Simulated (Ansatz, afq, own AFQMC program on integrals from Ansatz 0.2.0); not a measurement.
Integrals from Ansatz 0.2.0, then the random walk in our own AFQMC program (afq).

```yaml
crystal:
  periodic: [false, false, false]
  atoms:
    - {symbol: C, position_ang: [0.000000, 0.000000, 0.000000]}
    - {symbol: Na, position_ang: [0.000000, 0.000000, 4.205000]}
basis:
  gaussian: {orbitals: cc-pVDZ}
magnetization: {spin_polarized: false, initial_magnetization: 3}
correlation: {method: ccsd_t, electrons: outside_noble_gas, hamiltonian_folder: ham}
```

```sh
$ ansatz run in.yaml --threads 1 --pin off --events-out ev --progress --plain --max-ram 16896MiB --backend cuda --devices 0, --max-vram 18GiB
```

afq runs on the folder ham with

```
--method phaseless --trial cisd --walkers 4000 --populations 20 --least-time 60 --time-step 0.005 --steps-per-block 50 --equilibration-blocks 40 --max-blocks 4000 --target-error 0.00027 --factor-cut 1e-05 --start spin_pure --seed 1838 --release-times 0.24,0.51,0.99,1.62,2.4 --release-step 0.03 --release-every 3 --taylor-order 6
```

Times are imaginary, in 1/Eh. The walk had a cap of 122 s. With eight or more populations the least sampling time is a fifth of least-time, and the error comes from their spread.

```
orbitals 26  electrons 4 1  factors 156 of 300
reference energy -199.53659482 Eh
CCSD correlation -0.07987986 Eh in 15 cycles, weight of the determinant in the CISD state 0.9251
energy of the start -199.616466 Eh
 block  time / (1/Eh)  mean weight  energy / Eh
     1     0.250  1.0001  -199.616513
     2     0.500  0.9998  -199.616789
     3     0.750  0.9998  -199.617093
     4     1.000  0.9999  -199.617328
     5     1.250  1.0000  -199.617424
    11     2.750  0.9999  -199.617803
    23     5.750  0.9999  -199.617802
    31     7.750  1.0001  -199.618067
    35     8.750  0.9999  -199.617812
    47    11.750  0.9998  -199.617791
    59    14.750  1.0001  -199.617935
    71    17.750  1.0000  -199.617781
    83    20.750  1.0000  -199.617682
    87    21.750  0.9998  -199.616126
    95    23.750  1.0000  -199.617981
   107    26.750  1.0001  -199.617670
   109    27.250  1.0003  -199.617585
error from the spread of 20 populations
released: time / (1/Eh)  energy / Eh  error  mean overlap
  0.24  -199.618584  0.000820  0.9991
  0.51  -199.617802  0.000034  0.9996
  0.99  -199.617919  0.000048  0.9998
  1.62  -199.618391  0.000363  0.9995
  2.40  -199.615096  0.002172  0.9941
energy -199.617711 +/- 0.000072 Eh
(rows thinned)
```

Q: Estimate how long the walk took on 1 × NVIDIA H100 80GB HBM3 with 2 threads of AMD EPYC 7R13 Processor (Zen 3) (shared host) (the card was shared).

A: 38 s of wall time.

The run passed its tests (sampling time, drift between the halves within three errors, error under three times the target), which doesn't prove that it has relaxed. The second half of the sampling lies above the first by 1.9 errors of their difference, so the energy may still be moving and its error bar be too small.

Against this walk (error 2.0 meV) on the same determinant: CCSD(T) 2.2 meV higher (within the noise), CCSDT(Q) 10.7 meV lower, CCSDTQ 11.0 meV lower, full CI 11.0 meV lower. The error is statistical and leaves out the bias of the constraint. The released energies have errors that jump between times, so the bars are unsure (meV from the phaseless value at times in 1/Eh: -24 ± 22 at 0.24, -2.5 ± 0.9 at 0.51, -5.7 ± 1.3 at 0.99, -19 ± 10 at 1.62, 71 ± 59 at 2.40), so they give no level. Full CI is exact here, so the walk's 11 meV above it is the walk's own error: the bias of the constraint with this trial, or a walk that hasn't relaxed.

Cautions: constraint bias not in the error; lower spins were not checked; strong correlation (T1 0.051, weight of the determinant 0.93, largest double 0.07).

CCSDT and higher add their correlation energy to the determinant of the CCSD(T) run, since their own runs factorise the integrals more tightly (a shift of under 2 meV). A walk keeps the symmetry of its determinant, which the program's search chose and which needn't be the lowest solution, so a lower state of the same spin and another symmetry isn't excluded.
